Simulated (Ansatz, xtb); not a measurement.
**C3H3F3 (SMILES FCC=C(F)F): methods side by side**

C3H3F3 has 9 atoms, charge 0, and is taken as a singlet. As SMILES, `FCC=C(F)F`. The shape is that of a PBE0-D4/def2-TZVP optimisation. This is a higher conformer, about 10 kJ/mol above the lowest found by a separate search.

```xyz
9

F    -1.0294   -1.1961   -0.9902
C    -0.8291   -0.7940    0.3075
C     0.2050    0.2692    0.4297
C     0.8708    0.8590   -0.5430
F     0.7618    0.6322   -1.8262
F     1.7740    1.7952   -0.3333
H    -0.5329   -1.6737    0.8911
H    -1.7883   -0.4366    0.7008
H     0.4421    0.6023    1.4326
```

Quantity: the dipole moment, in D. The values are calculated.

```json
{"level": "GFN2-xTB", "kind": "semi-empirical", "program": "xtb", "value (D)": "3.74", "CPU time": "under 2 s"}
{"level": "GFN0-xTB", "kind": "semi-empirical", "program": "xtb", "value (D)": "2.73", "CPU time": "under 2 s"}
{"level": "GFN1-xTB", "kind": "semi-empirical", "program": "xtb", "value (D)": "3.32", "CPU time": "under 2 s"}
{"level": "HF/STO-3G", "kind": "Hartree–Fock", "program": "Ansatz", "value (D)": "1.51", "CPU time": "0.91 s"}
{"level": "HF/3-21G", "kind": "Hartree–Fock", "program": "Ansatz", "value (D)": "3.11", "CPU time": "1.4 s"}
{"level": "HF/def2-SVP", "kind": "Hartree–Fock", "program": "Ansatz", "value (D)": "2.92", "CPU time": "5.7 s"}
{"level": "B3LYP/6-31G* (spherical functions)", "kind": "global hybrid", "program": "Ansatz", "value (D)": "2.15", "CPU time": "12 s"}
{"level": "B3LYP/6-31G* (Cartesian functions)", "kind": "global hybrid", "program": "Ansatz", "value (D)": "2.15", "CPU time": "13 s"}
{"level": "PBE0/def2-SVP", "kind": "global hybrid", "program": "Ansatz", "value (D)": "2.36", "CPU time": "12 s"}
{"level": "PBE0/6-311G**", "kind": "global hybrid", "program": "Ansatz", "value (D)": "2.41", "CPU time": "16 s"}
```

The values span 1.51 to 3.74 D. Sets without polarisation functions give poor dipoles. Without the sets that lack polarisation functions the rows with a basis span only 2.15 to 2.92 D. CPU times are rough (shared hosts, several kinds of processor): they show what a rung costs within a factor of a few.
